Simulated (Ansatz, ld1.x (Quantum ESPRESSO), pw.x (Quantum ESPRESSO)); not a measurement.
## Equation-of-state test of one ultrasoft potential (Ca)

calcium (Ca), ultrasoft, made with ld1.x (Quantum ESPRESSO) 7.5 (LDA (PW92), scalar-relativistic). Core [Ne], reference 3s2 3p6 3d0 4s2 4p0. Waves: 3s (bound): rcut 1.70, rcutus 2.15 bohr; 4s (bound): rcut 1.70, rcutus 2.15 bohr; 3p (bound): rcut 2.05, rcutus 2.30 bohr; 4p (bound, empty): rcut 2.05, rcutus 2.30 bohr; 3d (bound, empty): rcut 2.95, rcutus 3.15 bohr; 3d channel at 1.15 Ry: rcut 2.95, rcutus 3.15 bohr. Local part: all-electron potential smoothed inside 3.05 bohr (lloc = -1). Core correction: Bessel-smoothed model core, default radius (core density twice the valence density). Augmentation charge: PSQ, inside the norm-conserving radii.

Atomic tests: cutoffs needed: 18 Ry and 30 Ry (the cutoffs (Ry, on a coarse ladder) from which the occupation-weighted sum of valence levels, in a spherical-Bessel basis at the reference potential, stays within 10 and 1 mRy of its value at 400 Ry); ghost test: no extra level below or beside the all-electron valence levels (s, p, d, f tested) (spherical-Bessel basis up to 400 Ry, 20 bohr box); configuration tests: test run stopped at test 5 of 9 (negative rho).

Crystal test: sc Ca in pw.x 7.5, no spin, 10³ k-points, Fermi–Dirac smearing 0.01 Ry, cutoffs 40/320 Ry. The reference is all-electron LAPW (Ansatz 0.2.0) with the same functional, mesh and smearing; V0 and B0 come from Birch–Murnaghan fits to the pressures at five volumes. Errors are pseudo minus all-electron; Δ is the rms difference of the E(V) curves that follow from these fits, minima aligned, over ±6 % about the mean V0. Mesh and smearing are coarse, so the numbers serve the comparison and aren't converged zero-temperature values; the lattice is a test structure that the element need not adopt.

All-electron: a0 = 3.374 Å (V0 = 38.40 Å³/atom), B0 = 12.5 GPa.

Problem. How far does the potential miss the all-electron equation of state?

Solution. mean pressure error (GPa): +0.85. The pressure does not cross zero within the volumes sampled, so no fit is given. This is a poor potential for the solid. Atomic configuration tests: test run stopped at test 5 of 9 (negative rho).

```tsv
V (Å³/atom)	P all-electron (GPa)	P pseudo (GPa)
36.722	0.60	1.63
37.689	0.24	1.16
38.655	-0.08	0.75
39.621	-0.37	0.40
40.588	-0.63	0.08
```

Problem. At the middle volume, how do free energy and pressure move when the wave cutoff is lowered (ecutrho held at 320 Ry)?

Solution.

```json
{"cutoff (Ry)": "18", "shift of F (meV/atom)": "+284.0", "shift of P (GPa)": "-2.95"}
{"cutoff (Ry)": "24", "shift of F (meV/atom)": "+27.5", "shift of P (GPa)": "-0.65"}
{"cutoff (Ry)": "32", "shift of F (meV/atom)": "+7.4", "shift of P (GPa)": "+0.02"}
```

The run at the middle volume (56 k-points, 11 iterations) took about 13 s on one core of a shared host (Neoverse-V1, 32 threads, 247 GiB, load 67).
